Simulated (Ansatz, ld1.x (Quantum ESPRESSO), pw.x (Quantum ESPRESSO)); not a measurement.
Nb: does the TM potential hold in the solid?

| Item | Value |
| --- | --- |
| Element | Nb (Z = 41) |
| Generator | ld1.x (Quantum ESPRESSO) 7.5 |
| Type | norm-conserving Troullier–Martins (Kleinman–Bylander form) |
| Functional | LDA (PW92) |
| Relativity | scalar-relativistic |
| Frozen core | [Kr] |
| Valence charge | 5 |
| Reference configuration | 4d3 5s0 5p0 (charge +2) |
| Partial waves | 5p (bound, empty): rc 2.65 bohr; 4d (bound): rc 2.20 bohr; 5s (bound, empty): rc 2.15 bohr |
| Local potential | the s channel |
| Core correction | a·sin(br)/r model core inside 2.00 bohr |

Atomic tests: cutoffs needed: 35 Ry and 40 Ry (the cutoffs (Ry, on a coarse ladder) from which the occupation-weighted sum of valence levels, in a spherical-Bessel basis at the reference potential, stays within 10 and 1 mRy of its value at 400 Ry); ghost test: no extra level below or beside the all-electron valence levels (p, d, s, f tested) (spherical-Bessel basis up to 400 Ry, 20 bohr box); largest excitation error: -806 meV (all-electron minus pseudo) for 4d1 5s0 5p0, out of 7 test configurations.

Crystal test: diamond Nb in pw.x 7.5, no spin, 8³ k-points, Fermi–Dirac smearing 0.01 Ry, cutoffs 50/200 Ry. The reference is all-electron LAPW (Ansatz 0.2.0) with the same functional, mesh and smearing; V0 and B0 come from Birch–Murnaghan fits to the pressures at five volumes. Errors are pseudo minus all-electron; Δ is the rms difference of the E(V) curves that follow from these fits, minima aligned, over ±6 % about the mean V0. Mesh and smearing are coarse, so the numbers serve the comparison and aren't converged zero-temperature values; the lattice is a test structure that the element need not adopt.

All-electron: a0 = 5.763 Å (V0 = 23.92 Å³/atom), B0 = 78.4 GPa.

Question: How far does the potential miss the all-electron equation of state?

Answer: mean pressure error (GPa): +4.33. The pressure does not cross zero within the volumes sampled, so no fit is given. The largest radius (2.65 bohr) exceeds half the bond length (2.36 bohr), so the spheres overlap, which is one possible source of error among others. This is a poor potential for the solid.

```tsv
V (Å³/atom)	P all-electron (GPa)	P pseudo (GPa)
22.685	4.60	9.19
23.282	2.23	6.71
23.879	0.14	4.47
24.476	-1.72	2.48
25.073	-3.37	0.69
```

Question: At the middle volume, how do free energy and pressure move when the wave cutoff is lowered (ecutrho kept at four times it)?

Answer:

```json
{"cutoff (Ry)": "22", "shift of F (meV/atom)": "+1421.1", "shift of P (GPa)": "-36.34"}
{"cutoff (Ry)": "30", "shift of F (meV/atom)": "+132.5", "shift of P (GPa)": "-6.08"}
{"cutoff (Ry)": "40", "shift of F (meV/atom)": "+9.4", "shift of P (GPa)": "+0.00"}
```

The run at the middle volume (29 k-points, 26 iterations) took about 30 s on one core of a shared host (Neoverse-V1, 32 threads, 247 GiB, load 25).
